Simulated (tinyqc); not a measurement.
Inside a calculation. Method: geometry optimisation on the RHF/sto-3g surface (energies and gradients from PySCF), for CH2, spin multiplicity 1. Computed by tinyqc, a small Python program that keeps every step (integrals from PySCF). Settings: charge = 0, multiplicity = 1, basis = sto-3g, optimiser = bfgs, first Hessian = 0.6, largest step = 0.1, iteration cap = 30. Command: `OMP_NUM_THREADS=1 python tinyqc.py 26969 26970 out.jsonl` (the two numbers bound the seeds that draw the settings). One thread of a shared host (Intel(R) Xeon(R) Processor @ 2.60GHz), about 0.5 s of CPU time with the checks.

## Step 1: energy and gradient

positions at the start (bohr):
```
          x         y         z
1C  0.00000  -0.07370  -0.04535
2H  0.00756   1.88973   0.89762
3H  0.09638  -1.92941   1.03368
```

Self-consistent energy and analytic gradient at these positions.

energy = -38.3517227 hartree

gradient (hartree/bohr):
```
             x           y           z
1C   0.0024130  -0.0080102   0.0426668
2H  -0.0020828   0.0478339  -0.0201727
3H  -0.0003303  -0.0398237  -0.0224941
```

## Step 1: move

Quasi-Newton step p = -H^(-1) g (first H = 0.6 times the unit matrix); steps longer than 0.1 bohr are cut back (factor 0.734 here).

positions after step 1 (bohr):
```
           x         y         z
1C  -0.00295  -0.06390  -0.09755
2H   0.01011   1.83121   0.92230
3H   0.09678  -1.88069   1.06120
```

## Step 2: energy and gradient

As before.

energy = -38.3590738 hartree

gradient (hartree/bohr):
```
             x           y           z
1C   0.0017099   0.0029572   0.0337474
2H  -0.0017319   0.0349247  -0.0187477
3H   0.0000220  -0.0378819  -0.0149997
```

## Step 2: move

inverse Hessian in use (bohr^2/hartree):
```
          1         2         3         4         5         6         7         8
1   1.66998   0.01446   0.06904  -0.00362   0.06882  -0.04088   0.00030  -0.08327
2   0.01446   1.53412   0.22121  -0.00997   0.27649  -0.07724  -0.00449  -0.14395
3   0.06904   0.22121   3.07070  -0.07294   1.42227  -0.80948   0.00391  -1.64348
4  -0.00362  -0.00997  -0.07294   1.67044  -0.07437   0.04160  -0.00016   0.08434
5   0.06882   0.27649   1.42227  -0.07437   3.09101  -0.83574   0.00555  -1.70083
6  -0.04088  -0.07724  -0.80948   0.04160  -0.83574   2.11825  -0.00072   0.91298
7   0.00030  -0.00449   0.00391  -0.00016   0.00555  -0.00072   1.66652  -0.00107
8  -0.08327  -0.14395  -1.64348   0.08434  -1.70083   0.91298  -0.00107   3.51145
9  -0.02816  -0.14397  -0.59455   0.03135  -0.58653   0.35789  -0.00319   0.73049

          9
1  -0.02816
2  -0.14397
3  -0.59455
4   0.03135
5  -0.58653
6   0.35789
7  -0.00319
8   0.73049
9   1.90333
```

Quasi-Newton step p = -H^(-1) g (the inverse Hessian comes from BFGS updates; coordinates in the order x, y, z of each atom); steps longer than 0.1 bohr are cut back (factor 0.211 here).

positions after step 2 (bohr):
```
           x         y         z
1C  -0.00547  -0.07038  -0.14820
2H   0.01272   1.77943   0.95105
3H   0.09668  -1.82244   1.08310
```

## Step 3: energy and gradient

As before.

energy = -38.3648915 hartree

gradient (hartree/bohr):
```
             x           y           z
1C   0.0013023  -0.0017073   0.0240915
2H  -0.0012774   0.0296999  -0.0122241
3H  -0.0000249  -0.0279926  -0.0118674
```

## Step 3: move

inverse Hessian in use (bohr^2/hartree):
```
          1         2         3         4         5         6         7         8
1   1.66941   0.00437   0.05397  -0.00296   0.06521  -0.02984   0.00022  -0.06959
2   0.00437   1.48615   0.00977   0.00064   0.09064   0.04915  -0.00502   0.08988
3   0.05397   0.00977   2.69789  -0.05612   1.27809  -0.54802   0.00215  -1.28786
4  -0.00296   0.00064  -0.05612   1.66970  -0.06942   0.02947  -0.00007   0.06878
5   0.06521   0.09064   1.27809  -0.06942   3.18583  -0.70295   0.00421  -1.60980
6  -0.02984   0.04915  -0.54802   0.02947  -0.70295   1.94155   0.00037   0.65380
7   0.00022  -0.00502   0.00215  -0.00007   0.00421   0.00037   1.66652   0.00081
8  -0.06959   0.08988  -1.28786   0.06878  -1.60980   0.65380   0.00081   3.18659
9  -0.02413  -0.05892  -0.48320   0.02665  -0.57514   0.27314  -0.00252   0.63406

          9
1  -0.02413
2  -0.05892
3  -0.48320
4   0.02665
5  -0.57514
6   0.27314
7  -0.00252
8   0.63406
9   1.87673
```

Quasi-Newton step p = -H^(-1) g (the inverse Hessian comes from BFGS updates; coordinates in the order x, y, z of each atom); steps longer than 0.1 bohr are cut back (factor 0.312 here).

positions after step 3 (bohr):
```
           x         y         z
1C  -0.00797  -0.06975  -0.19542
2H   0.01527   1.72151   0.97582
3H   0.09664  -1.76514   1.10555
```

## Convergence

Stop when the largest gradient component is below 3e-5 hartree/bohr. The inverse Hessian follows the BFGS update with s = step, y = change of gradient.

Course of the optimisation:
```
step  E (hartree)  largest gradient (hartree/bohr)
1     -38.3517227                         4.78e-02
2     -38.3590738                         3.79e-02
3     -38.3648915                         2.97e-02
4     -38.3690951                         2.02e-02
5     -38.3715837                         1.04e-02
6     -38.3723030                         7.97e-04
7     -38.3723046                         1.39e-04
8     -38.3723046                         1.19e-05
```

Final distances (angstrom):
```
pair   distance
2H-1C   1.12247
3H-1C   1.12248
3H-2H   1.72552
```

Converged in 8 steps.
